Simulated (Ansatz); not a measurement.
# BSi+ (triplet): wB97M-V, B2PLYP over a scan of the distance Si1–B2, cc-pVDZ

How well do these functionals follow the top wave-function level for BSi+ (triplet) over a scan of the distance Si1–B2?

The runs use Ansatz 0.2.0, Gaussian basis; cc-pVDZ, all electrons in the functionals, frozen cores in the correlation of double hybrids and RPA.

To be run: wB97M-V, B2PLYP, at 1.716 Å; 1.888 Å; 2.095 Å; 2.301 Å; 2.517 Å; 2.954 Å; 3.329 Å; 3.952 Å; 4.516 Å; 5.553 Å; 7.216 Å.

17 further runs of the same task are left out: 1 for a known fault of the program, 13 that didn't finish, 3 set aside as unsound or not needed.

**1. The geometry**

The geometry derives from a PBE0/def2-TZVP stationary point (not a proven minimum). One bond is set to the value named and the two fragments are kept rigid.

2 atoms, charge 1, spin multiplicity 3.

Atoms are counted from 1 here; the program's logs count them from 0.

Bond lengths: Si1–B2 2.095 Å.

No dispersion term is added; wB97M-V holds VV10 nonlocal correlation.

The geometry shown and the zero of energy belong to the point 2.095 Å. The yardstick, FCI, and other wave-function levels (R restricted, U unrestricted, valence and pair active spaces) come from earlier runs.

**2. wB97M-V, 1.716 Å**

in.yaml reads:

```yaml
crystal:
  periodic: [false, false, false]
  atoms:
    - {symbol: Si, position_ang: [0.000000, 0.000000, 0.000000]}
    - {symbol: B, position_ang: [0.000000, 0.000000, 1.716000]}
basis:
  gaussian: {orbitals: cc-pVDZ}
total_charge: 1
magnetization: {spin_polarized: true, initial_magnetization: 2}
hamiltonian: {xc: {name: wB97M-V}}
output: {orbitals: {seedname: orbitals}}
```

Run with:

```sh
ansatz run in.yaml --threads 1 --pin off --events-out ev --progress --plain --max-ram 2393MiB
```

After this run come: wB97M-V, 1.888 Å; wB97M-V, 2.095 Å; wB97M-V, 2.301 Å; wB97M-V, 2.517 Å; wB97M-V, 2.954 Å; wB97M-V, 3.329 Å; wB97M-V, 3.952 Å; wB97M-V, 4.516 Å; wB97M-V, 5.553 Å; wB97M-V, 7.216 Å; B2PLYP, 1.716 Å; B2PLYP, 1.888 Å; B2PLYP, 2.095 Å; B2PLYP, 2.301 Å; B2PLYP, 2.517 Å; B2PLYP, 2.954 Å; B2PLYP, 3.329 Å; B2PLYP, 3.952 Å; B2PLYP, 4.516 Å; B2PLYP, 5.553 Å; B2PLYP, 7.216 Å.

Before running them: what should the planned runs give, taken together? Wanted: span of the FCI curve; largest miss, wB97M-V; largest miss, B2PLYP.

The runs gave:

```
             quantity                    value
span of the FCI curve            50.6 kcal/mol
largest miss, wB97M-V  +2.4 kcal/mol (2.517 Å)
 largest miss, B2PLYP  -7.3 kcal/mol (7.216 Å)
```

Of the functionals, wB97M-V keep the smallest largest miss at the points compared (at most 2.4 kcal/mol) and B2PLYP strays most (7.3 kcal/mol, at 7.216 Å). Functionals and the yardstick converge differently with the basis, so part of each miss in cc-pVDZ is the basis.
